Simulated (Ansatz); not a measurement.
**BSiH, triplet: from triple and quadruple zeta to the limit**

```xyz
3

Si    0.0000    0.0000    1.6588
B     0.0000    0.0000   -0.2364
H     0.0000    0.0000   -1.4224
```

Connectivity, by distances: Si–BH.

Ansatz 0.2.0, UHF determinant, valence electrons correlated. Energies in eV.

```json
{"set": "def2-TZVPP", "X": "3", "functions": "87", "Hartree–Fock": "-8547.1015", "MP2 correlation": "-4.2763", "CCSD(T) correlation": "-5.3454", "time": "11 s on 1 × NVIDIA H100 80GB HBM3 with 1 thread of AMD EPYC 7R13 Processor (Zen 3), with other jobs on the host"}
{"set": "def2-QZVPP", "X": "4", "functions": "157", "Hartree–Fock": "-8547.3467", "MP2 correlation": "-4.5709", "CCSD(T) correlation": "-5.5805", "time": "16 s on 1 × NVIDIA H100 80GB HBM3 with 1 thread of AMD EPYC 7R13 Processor (Zen 3), with other jobs on the host"}
```

Hartree–Fock is taken to follow E(X) = E∞ + A·exp(−7.88·√X), correlation E(X) = E∞ + B·X^−2.97.

Work out the CCSD(T) energy at the limit, and how far the shortcut misses it that extrapolates MP2 and adds CCSD(T) minus MP2 from the smaller set.

Hartree–Fock: E∞ = E4 + 0.1377·(E4 − E3) = -8547.3804. Correlation: E∞ = E4 + 0.7407·(E4 − E3) = -5.7546 for CCSD(T) and -4.7891 for MP2. The limit is -8553.1351 eV, 0.208 eV below def2-QZVPP. The shortcut gives a correlation energy of -4.7891 + (-1.0691) = -5.8581, 104 meV lower than the direct value.

Past Ne part of the Hartree–Fock step between the two sets comes from the cores, which don't follow the formula, so the 34 meV that it adds to the total can overshoot; that part largely cancels in differences.
